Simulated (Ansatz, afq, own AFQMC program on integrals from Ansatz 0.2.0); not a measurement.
**TiF$_{4}$, singlet in def2-SVP along one coordinate**

```yaml
atoms:
  - { symbol: Ti, position_ang: [0.0000, 0.0000, 0.0000] }
  - { symbol: F, position_ang: [1.0032, 1.0057, 1.0044] }
  - { symbol: F, position_ang: [-1.0066, -1.0022, 1.0045] }
  - { symbol: F, position_ang: [-1.0023, 1.0031, -1.0079] }
  - { symbol: F, position_ang: [1.0056, -1.0066, -1.0010] }
```

The Ti1–F2 distance is changed with both sides rigid. Energies in mEh count from this geometry (1.740 Å) at the same level; the start stands on RHF, each point on the determinant named.

Basis def2-SVP. Noble-gas cores (and the filled d shells of Ga–Kr and In–Xe) are frozen. Integrals, coupled cluster, full CI and functionals: Ansatz 0.2.0; the random walks run on the same integrals in our own AFQMC program. The CISD trial takes its coefficients from CCSD amplitudes. Released means that phaseless walkers are propagated on without the constraint, phases kept. Uncertainties: one standard error, sampling alone. The metal's outer-core s and p shells are frozen, which shifts wave-function levels against functionals.

Cautions, each for one point or more: cluster runs in doubt by the program's own checks; higher spins were not checked; no relativity below Rb; outer-core shells of the metal frozen; restricted determinant unstable towards unrestricted; the search met a lower determinant of the same kind, perhaps of another symmetry, and this one is a saddle point; unrestricted determinant spin contaminated; walk and cluster series may follow different spin states.

```
r(Ti1–F2) / Å   det.     T1  weight  ⟨S²⟩     PBE    PBE0  CCSD(T)
        1.605    RHF  0.024    0.80  pure    14.1    10.6     14.0
        1.883    RHF  0.026    0.79  pure     8.2    11.7      9.7
        2.408    RHF  0.031    0.77  pure    87.6   100.8     97.4
        3.277  UHF‡¶  0.031    0.79  1.00  184.5§  190.6§    203.5
        4.744  UHF‡¶  0.023    0.82  1.01  222.6§  217.2§    208.6
```

**Question.** Estimate the curve of phaseless AFQMC with a CISD trial, counted from the same start.

**Answer.** 
| r(Ti1–F2) / Å | det. | T1 | weight | ⟨S²⟩ | ph-AFQMC/CISD |
| --- | --- | --- | --- | --- | --- |
| 1.605 | RHF | 0.024 | 0.80 | pure | 14.4 ± 0.7 |
| 1.883 | RHF | 0.026 | 0.79 | pure | 9.6 ± 0.7 |
| 2.408 | RHF | 0.031 | 0.77 | pure | 100.4 ± 0.8 |
| 3.277 | UHF‡¶ | 0.031 | 0.79 | 1.00 | 192.3 ± 0.7 |
| 4.744 | UHF‡¶ | 0.023 | 0.82 | 1.01 | 207.5 ± 0.8 |

Weight is that of the determinant in the CISD state; at the start T1 is 0.025 and the weight 0.80. ¶ marks points with a poor determinant and no full CI, where no value is sure; they don't count among the departures. A double dagger marks points where the walks on two determinants ended up to 22.9 mEh apart; the lower is shown. Symmetry can't show for every point that it stays on the start's state. § marks a functional whose ⟨S²⟩ is too high by over 0.1. Largest departures from phaseless AFQMC with a CISD trial: CCSD(T) -3.0 mEh at 2.408 (on RHF). The walk's constraint bias lies outside its error bars, so these are departures and not errors. The functionals aren't scored here. In this small basis the wave-function levels are far from their limit, so their gap to the functionals isn't the functionals' error.

A walk keeps the symmetry of its determinant, which the program's search chose and which needn't be the lowest solution, so a lower state of the same spin and another symmetry isn't excluded.
